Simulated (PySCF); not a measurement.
# A diatomic session: BF

One table from this session's results is given with a row withheld; the runs are named, their logs left out.

Program: PySCF 2.14.0. Level of theory: B x2c-SVPall, F x2c-SVPall, spin-free X2C with a Gaussian nucleus. These are calculated values, not measurements.

The first run:

The job is set up so:

| Quantity | Value |
| --- | --- |
| atoms | B, F |
| charge | 0 |
| basis | B x2c-SVPall, F x2c-SVPall |
| Hamiltonian | spin-free X2C with a Gaussian nucleus |
| basis functions | 28 |
| electrons treated | 14 |
| masses in u | 11.0093, 18.9984 |
| levels | PBE0, PBE, r²SCAN, MN15, r²SCANh, B3LYP, HF, MP2, SCS-MP2, CCSD, CCSD(T) |
| grid | 80 radial by 434 angular points |
| occupations | held fixed by the projection of orbital angular momentum |
| dissociation limit | B + F, each in its ground configuration |
| starting distance in angstrom | 1.430 |
| values of 2S to try | 0, 2 |

Run with:

```bash
OMP_NUM_THREADS=1 python dia.py task.json out
```

Among the steps run: The job; PBE0 along the bond; Other states along the same grid; PBE; r²SCAN; MN15 (hybrid meta-GGA); r²SCANh; B3LYP; RHF (mean field); Correlated methods on the Hartree–Fock reference.

One table of the session follows, with a row left open; its other results are not shown here.

It belongs to the step «The curves together». Energy (eV) from each level's lowest point:

| R (Å) | RHF | RHF-MP2 | RHF-SCS-MP2 | RHF-CCSD | RHF-CCSD(T) |
| --- | --- | --- | --- | --- | --- |
| 1.087 | 1.154 | 1.352 | 1.354 | n/a | n/a |
| 1.138 | 0.483 | 0.618 | 0.620 | 0.636 | 0.650 |
| 1.188 | 0.129 | 0.206 | 0.207 | 0.216 | 0.225 |
| 1.226 | 0.015 | 0.052 | 0.053 | 0.058 | 0.062 |
| 1.264 | 0.000 | 0.000 | 0.000 | 0.000 | 0.000 |
| 1.302 | ? | ? | ? | ? | ? |
| 1.353 | 0.227 | 0.152 | 0.150 | 0.140 | 0.130 |
| 1.416 | 0.534 | 0.414 | 0.410 | 0.392 | 0.376 |
| 1.492 | 0.987 | 0.824 | 0.816 | 0.791 | 0.767 |
| 1.593 | 1.662 | 1.453 | 1.440 | n/a | n/a |

**Question.** Estimate the row for R (Å) = 1.302.

Worked estimate for «RHF». A straight line through the neighbours (1.264, 0.000) and (1.353, 0.227) gives 0.000 + (0.227 − 0.000) × (1.302 − 1.264) / (1.353 − 1.264) = 0.097; a parabola fitted to 4 rows on both sides gives 0.065.

The run gave: RHF: 0.060; RHF-MP2: 0.026; RHF-SCS-MP2: 0.025; RHF-CCSD: 0.020; RHF-CCSD(T): 0.016. In «RHF» the line misses by +0.037 and the parabola by +0.005.

State 2 has its PBE0 minimum 3.17 eV higher. The other levels ran on the lowest alone.
